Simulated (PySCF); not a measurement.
**LiB⁻ at ROHF-SCS-MP2**

Computed with ROHF-SCS-MP2; basis Li aug-pcseg-1, B aug-pcseg-1; no relativity; PySCF 2.14.

```json
{
 "state": "doublet, unpaired electrons π ↑",
 "bond length": "0.2363 nm",
 "harmonic wavenumber": "345 cm⁻¹",
 "force constant": "0.301 mdyn/Å",
 "rotational constant Be": "0.7046 cm⁻¹",
 "anharmonicity ωexe": "9.23 cm⁻¹",
 "vibration–rotation constant αe": "0.0227 cm⁻¹"
}
```

Correlated steps freeze 1 core orbital. The state is the lowest determinant that a PBE0 search found; another state may lie lower at other levels.
